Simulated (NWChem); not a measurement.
System: Na₂; SMILES [Na][Na]

Input file for NWChem:

```
start job
memory heap 200 mb stack 900 mb global 1100 mb
geometry units angstroms noautosym nocenter noautoz
  Na     0.000000     0.000000    -1.562476
  Na     0.000000     0.000000     1.562476
end
basis spherical
  * library 6-31g*
end
dft
  xc xwpbe 0.80 cpbe96 1.0 hfexch 1.00
  cam 0.2 cam_alpha 0.2 cam_beta 0.8
  iterations 150
end
tddft
  nroots 6
  notriplet
end
task tddft energy
```

Output (shortened):

```
             Northwest Computational Chemistry Package (NWChem) 7.3.0
             --------------------------------------------------------

                             Geometry "geometry" -> ""
                             -------------------------

 Output coordinates in angstroms (scale by  1.889725989 to convert to a.u.)

  No.       Tag          Charge          X              Y              Z
 ---- ---------------- ---------- -------------- -------------- --------------
    1 Na                  11.0000     0.00000000     0.00000000    -1.56247600
    2 Na                  11.0000     0.00000000     0.00000000     1.56247600

 Effective nuclear repulsion energy (a.u.)      20.4900578086

  pbe96 is a nonlocal functional; adding pw91lda local functional.

                                 NWChem DFT Module
                                 -----------------

 Summary of "ao basis" -> "ao basis" (spherical)
 ------------------------------------------------------------------------------
       Tag                 Description            Shells   Functions and Types
 ---------------- ------------------------------  ------  ---------------------
 Na                          6-31g*                  8       18   4s3p1d

            General Information
            -------------------
          SCF calculation type: DFT
          Wavefunction type:  closed shell.
          No. of atoms     :     2
          No. of electrons :    22
           Alpha electrons :    11
            Beta electrons :    11
          Charge           :     0
          Spin multiplicity:     1
          Use of symmetry is: off; symmetry adaption is: off
          Maximum number of iterations: 150
          AO basis - number of functions:    36
                     number of shells:    16
          Convergence on energy requested:  1.00D-06
          Convergence on density requested:  1.00D-05
          Convergence on gradient requested:  5.00D-04

              XC Information
              --------------
                     Hartree-Fock (Exact) Exchange  1.000
                     LC-wPBE(h)Exchange Functional  0.800
            Perdew 1991 LDA Correlation Functional  1.000 local
           PerdewBurkeErnz. Correlation Functional  1.000 non-local

           Range-Separation Parameters
           ---------------------------
           Alpha           :  0.20
           Beta            :  0.80
           Gamma           :  0.20
           Short-Range HF  :     F

             Grid Information
             ----------------
          Grid used for XC integration:  medium
          Radial quadrature: Mura-Knowles
          Angular quadrature: Lebedev.
          Tag              B.-S. Rad. Rad. Pts. Rad. Cut. Ang. Pts.
          ---              ---------- --------- --------- ---------
          Na                  1.80       88          15.0       434
          Grid pruning is: on
          Number of quadrature shells:   176
          Spatial weights used:  Erf1

      Superposition of Atomic Density Guess
      -------------------------------------

 Sum of atomic energies:        -323.68278406

      Non-variational initial energy
      ------------------------------

 Total energy =    -323.633330
 1-e energy   =    -496.394572
 2-e energy   =     152.271184
 HOMO         =      -0.142604
 LUMO         =      -0.021338

   convergence    iter        energy       DeltaE   RMS-Dens  Diis-err
 ---------------- ----- ----------------- --------- --------- ---------
 d= 0,ls=0.0,diis     1   -324.3540606090 -3.45D+02  4.31D-03  1.34D-02
 d= 0,ls=0.0,diis     2   -324.3573375179 -3.28D-03  1.32D-03  2.36D-04
 d= 0,ls=0.0,diis     3   -324.3575625483 -2.25D-04  6.77D-04  2.82D-05
 d= 0,ls=0.0,diis     4   -324.3575989511 -3.64D-05  1.23D-04  6.72D-07
 d= 0,ls=0.0,diis     5   -324.3576000416 -1.09D-06  2.88D-05  2.28D-08
 d= 0,ls=0.0,diis     6   -324.3576000799 -3.84D-08  5.17D-06  6.54D-10

         Total DFT energy =     -324.357600079930
      One electron energy =     -496.703601798328
           Coulomb energy =      180.489282928343
    Exchange-Corr. energy =      -28.633339018502
 Nuclear repulsion energy =       20.490057808556

 Numeric. integr. density =       21.999999212722

                       DFT Final Molecular Orbital Analysis
                       ------------------------------------

 Vector    9  Occ=2.000000D+00  E=-1.230063D+00
              MO Center= -4.9D-13, -4.4D-16,  1.9D-05, r^2= 2.7D+00
   Bfn.  Coefficient  Atom+Function         Bfn.  Coefficient  Atom+Function
  ----- ------------  ---------------      ----- ------------  ---------------
     3      0.704308  1 Na px                21     -0.704317  2 Na px

 Vector   10  Occ=2.000000D+00  E=-1.229163D+00
              MO Center=  5.5D-13, -1.2D-15,  2.8D-06, r^2= 2.7D+00
   Bfn.  Coefficient  Atom+Function         Bfn.  Coefficient  Atom+Function
  ----- ------------  ---------------      ----- ------------  ---------------
     5      0.705139  1 Na pz                23      0.705140  2 Na pz

 Vector   11  Occ=2.000000D+00  E=-1.816989D-01
              MO Center=  2.3D-14,  7.1D-16, -1.1D-09, r^2= 6.3D+00
   Bfn.  Coefficient  Atom+Function         Bfn.  Coefficient  Atom+Function
  ----- ------------  ---------------      ----- ------------  ---------------
     6      0.294277  1 Na s                 24      0.294277  2 Na s
    10      0.275980  1 Na s                 28      0.275980  2 Na s
     2     -0.156523  1 Na s                 20     -0.156523  2 Na s
     9      0.057069  1 Na pz                27     -0.057069  2 Na pz
    13      0.040234  1 Na pz                31     -0.040234  2 Na pz

 Vector   12  Occ=0.000000D+00  E=-7.748675D-03
              MO Center= -9.9D-13, -2.2D-18,  2.6D-08, r^2= 1.5D+01
   Bfn.  Coefficient  Atom+Function         Bfn.  Coefficient  Atom+Function
  ----- ------------  ---------------      ----- ------------  ---------------
    13      0.390783  1 Na pz                31      0.390783  2 Na pz
    10     -0.277800  1 Na s                 28      0.277800  2 Na s
     6     -0.176916  1 Na s                 24      0.176916  2 Na s
     2      0.119590  1 Na s                 20     -0.119590  2 Na s
     9      0.058851  1 Na pz                27      0.058851  2 Na pz

 Vector   13  Occ=0.000000D+00  E= 1.998857D-02
              MO Center= -6.2D-13,  5.6D-14, -5.1D-08, r^2= 1.4D+01
   Bfn.  Coefficient  Atom+Function         Bfn.  Coefficient  Atom+Function
  ----- ------------  ---------------      ----- ------------  ---------------
    11      0.494535  1 Na px                29      0.494535  2 Na px
     7      0.087958  1 Na px                25      0.087958  2 Na px
     3     -0.067154  1 Na px                21     -0.067154  2 Na px
    12     -0.047907  1 Na py                30     -0.047907  2 Na py

 Vector   14  Occ=0.000000D+00  E= 1.998857D-02
              MO Center=  1.2D-14,  6.4D-14, -5.1D-08, r^2= 1.4D+01
   Bfn.  Coefficient  Atom+Function         Bfn.  Coefficient  Atom+Function
  ----- ------------  ---------------      ----- ------------  ---------------
    12      0.494535  1 Na py                30      0.494535  2 Na py
     8      0.087958  1 Na py                26      0.087958  2 Na py
     4     -0.067154  1 Na py                22     -0.067154  2 Na py
    11      0.047907  1 Na px                29      0.047907  2 Na px

     Multipole analysis of the density
     ---------------------------------

     L   x y z        total         alpha         beta         nuclear
     -   - - -        -----         -----         ----         -------
     0   0 0 0     -0.000000    -11.000000    -11.000000     22.000000

     1   1 0 0     -0.000000     -0.000000     -0.000000      0.000000
     1   0 1 0      0.000000      0.000000      0.000000      0.000000
     1   0 0 1      0.000000      0.000000      0.000000      0.000000

     2   2 0 0    -17.603204     -8.801602     -8.801602      0.000000
     2   1 1 0      0.000000      0.000000      0.000000      0.000000
     2   1 0 1      0.000000      0.000000      0.000000      0.000000
     2   0 2 0    -17.603204     -8.801602     -8.801602      0.000000
     2   0 1 1      0.000000      0.000000      0.000000      0.000000
     2   0 0 2     -5.339620    -98.569470    -98.569470    191.799320

                                NWChem TDDFT Module
                                -------------------

            General Information
            -------------------
           No. of orbitals :      72
            Alpha orbitals :      36
             Beta orbitals :      36
        Alpha frozen cores :       0
         Beta frozen cores :       0
     Alpha frozen virtuals :       0
      Beta frozen virtuals :       0
         Spin multiplicity :       1
    Number of AO functions :      36
        Use of symmetry is : off
      Symmetry adaption is : off
         Schwarz screening :  0.10D-07

              XC Information
              --------------
              Hartree-Fock (Exact) Exchange   1.00
              LC-wPBE(h)Exchange Functional   0.80
     Perdew 1991 LDA Correlation Functional   1.00 local
    PerdewBurkeErnz. Correlation Functional   1.00 non-local
           Alpha           :  0.20
           Beta            :  0.80
           Gamma           :  0.20

             TDDFT Information
             -----------------
          Calculation type : TDDFT
         Wavefunction type : Restricted singlets
          No. of electrons :      22
           Alpha electrons :      11
            Beta electrons :      11
              No. of roots :       6
          Max subspacesize :    5200
            Max iterations :     100
               Target root :       1
           Target symmetry : none
      Symmetry restriction : off
                 Algorithm : Optimal
        Davidson threshold :  0.10D-03

    6 smallest eigenvalue differences (eV)
--------------------------------------------------------
  No. Spin  Occ  Vir  Irrep   E(Occ)    E(Vir)   E(Diff)
--------------------------------------------------------
    1    1   11   12 a        -0.182    -0.008     4.733
    2    1   11   13 a        -0.182     0.020     5.488
    3    1   11   14 a        -0.182     0.020     5.488
    4    1   11   15 a        -0.182     0.039     5.996
    5    1   11   16 a        -0.182     0.058     6.527
    6    1   11   17 a        -0.182     0.058     6.527
--------------------------------------------------------

  Entering Davidson iterations
  Restricted singlet excited states

  Iter   NTrls   NConv    DeltaV     DeltaE      Time
  ----  ------  ------  ---------  ---------  ---------
    1      6       0     0.46E-01   0.10+100        0.6
    2     18       0     0.13E-01   0.26E-02        0.9
    3     30       2     0.15E-02   0.17E-03        0.9
    4     38       6     0.64E-04   0.18E-05        0.7
  ----  ------  ------  ---------  ---------  ---------
  Convergence criterion met

  Ground state a        -324.357600079930 a.u.

  ----------------------------------------------------------------------------
  Root   1 singlet a              0.075593668 a.u.                2.0570 eV
  ----------------------------------------------------------------------------
     Transition Moments    X -0.00000   Y  0.00000   Z  3.56034
     Dipole Oscillator Strength                    0.6388188811
     Electric Quadrupole                           0.0000000000
     Magnetic Dipole                               0.0000000000
     Total Oscillator Strength                     0.6388188811

     Occ.   11  a   ---  Virt.   12  a   -1.01308 X
     Occ.   11  a   ---  Virt.   12  a    0.14775 Y
     Occ.   11  a   ---  Virt.   18  a   -0.06515 Y
  ----------------------------------------------------------------------------
  Root   2 singlet a              0.094873954 a.u.                2.5817 eV
  ----------------------------------------------------------------------------
     Transition Moments    X -3.15956   Y  0.30424   Z -0.00000
     Dipole Oscillator Strength                    0.6372603434
     Electric Quadrupole                           0.0000000000
     Magnetic Dipole                               0.0000000000
     Total Oscillator Strength                     0.6372603434

     Occ.   11  a   ---  Virt.   13  a    1.00639 X
     Occ.   11  a   ---  Virt.   13  a   -0.09524 Y
     Occ.   11  a   ---  Virt.   22  a   -0.06324 Y
  ----------------------------------------------------------------------------
  Root   3 singlet a              0.094873954 a.u.                2.5817 eV
  ----------------------------------------------------------------------------
     Transition Moments    X -0.30424   Y -3.15956   Z  0.00000
     Dipole Oscillator Strength                    0.6372603434
     Electric Quadrupole                           0.0000000000
     Magnetic Dipole                               0.0000000000
     Total Oscillator Strength                     0.6372603434

     Occ.   11  a   ---  Virt.   14  a    1.00639 X
     Occ.   11  a   ---  Virt.   14  a   -0.09524 Y
     Occ.   11  a   ---  Virt.   21  a   -0.06324 Y
  ----------------------------------------------------------------------------
  Root   4 singlet a              0.113137943 a.u.                3.0786 eV
  ----------------------------------------------------------------------------
     Transition Moments    X -0.00000   Y -0.00000   Z  0.00000
     Dipole Oscillator Strength                    0.0000000000
     Electric Quadrupole                           0.0000008082
     Magnetic Dipole                               0.0000000000
     Total Oscillator Strength                     0.0000008082

     Occ.   11  a   ---  Virt.   15  a    0.99418 X
     Occ.   11  a   ---  Virt.   19  a   -0.10560 X
     Occ.   11  a   ---  Virt.   20  a    0.06915 X
  ----------------------------------------------------------------------------
  Root   5 singlet a              0.121581244 a.u.                3.3084 eV
  ----------------------------------------------------------------------------
     Transition Moments    X  0.00000   Y -0.00000   Z  0.00000
     Dipole Oscillator Strength                    0.0000000000
     Electric Quadrupole                           0.0000012114
     Magnetic Dipole                               0.0000000555
     Total Oscillator Strength                     0.0000012670

     Occ.   11  a   ---  Virt.   16  a   -0.91959 X
     Occ.   11  a   ---  Virt.   17  a    0.38286 X
     Occ.   11  a   ---  Virt.   24  a   -0.08305 X
  ----------------------------------------------------------------------------
  Root   6 singlet a              0.121581244 a.u.                3.3084 eV
  ----------------------------------------------------------------------------
     Transition Moments    X  0.00000   Y  0.00000   Z  0.00000
     Dipole Oscillator Strength                    0.0000000000
     Electric Quadrupole                           0.0000012114
     Magnetic Dipole                               0.0000000555
     Total Oscillator Strength                     0.0000012670

     Occ.   11  a   ---  Virt.   16  a    0.38286 X
     Occ.   11  a   ---  Virt.   17  a    0.91959 X
     Occ.   11  a   ---  Virt.   25  a    0.08305 X

              Target root =      1
          Target symmetry = none
      Ground state energy =   -324.357600079930
        Excitation energy =      0.075593668400
     Excited state energy =   -324.282006411530

  stored tddft:energy   -324.28200641153001
```

Level: LRC-wPBEh/6-31G* (spherical d), full TDDFT. Coordinates come from a PBE0/def2-SVP optimisation.
